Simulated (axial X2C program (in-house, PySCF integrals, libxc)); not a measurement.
## Spin–orbit effects along a row: molecules with Na (ions), PBE0

All values come from calculations with an axial X2C code built on PySCF integrals, spin-free (one-electron X2C) or two-component (2c: spin–orbit coupling with atomic mean-field Coulomb and Gaunt terms, which also bring small scalar terms), in Dyall basis sets with cores contracted in-house; open shells are unrestricted.

Basis sets: Al dyall-av3z, Cl dyall-av3z, Mg dyall-av3z, Na dyall-av3z, S dyall-av3z, Si dyall-av3z.

| molecule | spin-free state | Re (Å) | ωe (cm⁻¹) | De (eV) | 2c state | Re 2c (Å) | ωe 2c (cm⁻¹) | De 2c (eV) |
| --- | --- | --- | --- | --- | --- | --- | --- | --- |
| NaMg⁻ | M_S = 0, Λ = 0 | 3.739 | 85.2 | 0.32 | Ω = 0 | 3.739 | 85.2 | 0.32 |
| NaAl⁻ | M_S = 1/2, Λ = 1 | 3.163 | 153.0 | n/a | Ω = 1/2 | 3.163 | 152.8 | n/a |
| NaSi⁻ | M_S = 1, Λ = 0 | 2.891 | 192.0 | 1.01 | Ω = 1 | 2.891 | 192.0 | 1.01 |
| NaS⁻ | M_S = 0, Λ = 0 | 2.405 | 357.8 | 1.43 | Ω = 0 | 2.406 | 357.2 | 1.43 |
| NaCl⁻ | M_S = 1/2, Λ = 0 | 2.494 | 270.7 | 1.31 | Ω = 1/2 | 2.495 | 270.6 | 1.31 |

Problem. Work out the shifts from the spin-free to the two-component result.

Solution. 

| molecule | 2c state | ΔRe (Å) | Δωe (cm⁻¹) | ΔDe (eV) |
| --- | --- | --- | --- | --- |
| NaMg⁻ | Ω = 0 | 0.000 | 0.0 | 0.00 |
| NaAl⁻ | Ω = 1/2 | 0.000 | -0.2 | n/a |
| NaSi⁻ | Ω = 1 | 0.000 | 0.0 | 0.00 |
| NaS⁻ | Ω = 0 | 0.001 | -0.6 | 0.00 |
| NaCl⁻ | Ω = 1/2 | 0.001 | -0.1 | 0.00 |

Shifts of one unit in the last digit are rounding.

Fragments in 2c: Mg + Na-, Al- + Na, Si- + Na, S- + Na, Cl- + Na. Each entry is the lowest single determinant of a limited PBE0 search at one distance. De goes to single-determinant-based atoms at the same level (for ions the charge split of lowest energy) and is withheld (n/a) where an atom does not fit its ground term or J level. Main or longest-lived isotopes. One determinant is a doubtful description, or other states lie close, for NaMg⁻, NaAl⁻, NaSi⁻, NaS⁻; these need not be ground states, and all values refer to the states named. Some open-shell Ω = 0 determinants are out of reach, so the Ω given for NaSi⁻ need not be the lowest component. With several unpaired electrons the Ω given is that of one determinant, not necessarily of the lowest component. Some light 2c atoms are not at their ground J level, so De misses part of their lowering (0.04 eV or less). The functionals have no current term, which raises determinants with orbital currents.
